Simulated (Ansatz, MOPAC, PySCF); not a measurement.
Species: Si$_{2}$H$_{5}$, charge 0, multiplicity 2. SMILES: [SiH2][SiH3]
Coordinates optimised at B3LYP-D3(BJ)/def2-TZVP (Ansatz, an electronic-structure program):
```xyz
7

Si     0.0124     0.0207     1.2119
Si    -0.0099     0.0487    -1.1206
H     -1.2086    -0.5655     1.8221
H      1.2176    -0.6195     1.7989
H     -0.0369    -1.3162    -1.7072
H     -1.2105     0.7840    -1.5839
H      1.2034     0.7464    -1.6084
```
Charge 0, spin multiplicity 2.

Unscaled harmonic wavenumbers (cm⁻¹) in rising order, each level at the stationary point that it reaches from this structure (no distance between atoms moves by over 0.3 Å); the order of modes can differ between levels, and a negative number is imaginary. B3LYP-D3(BJ)/def2-TZVP (PySCF, at the structure above): 131, 381, 398, 427, 594, 634, 875, 935, 948, 950, 2188, 2197, 2211, 2221, 2229.

AM1 (MOPAC): 46, 329, 332, 400, 414, 470, 702, 744, 800, 802, 2228, 2231, 2235, 2238, 2240. Zero-point energy 23.2 against 24.8 kcal/mol; where all levels lie over 400 cm⁻¹, the wavenumbers are on average 0.889 times those of B3LYP-D3(BJ)/def2-TZVP.

HF/3-21G (Ansatz): 110, 405, 424, 446, 622, 670, 920, 981, 1011, 1015, 2260, 2269, 2275, 2284, 2286. Zero-point energy 25.7 against 24.8 kcal/mol; where all levels lie over 400 cm⁻¹, the wavenumbers are on average 1.044 times those of B3LYP-D3(BJ)/def2-TZVP.

HF/6-31G* (Ansatz): 127, 428, 464, 472, 675, 696, 968, 1022, 1034, 1035, 2349, 2362, 2362, 2373, 2374. Zero-point energy 26.8 against 24.8 kcal/mol; where all levels lie over 400 cm⁻¹, the wavenumbers are on average 1.088 times those of B3LYP-D3(BJ)/def2-TZVP.

B3LYP/6-31G* (Ansatz): 122, 391, 409, 432, 601, 639, 876, 936, 948, 948, 2204, 2218, 2230, 2243, 2253. Zero-point energy 24.9 against 24.8 kcal/mol; where all levels lie over 400 cm⁻¹, the wavenumbers are on average 1.006 times those of B3LYP-D3(BJ)/def2-TZVP.
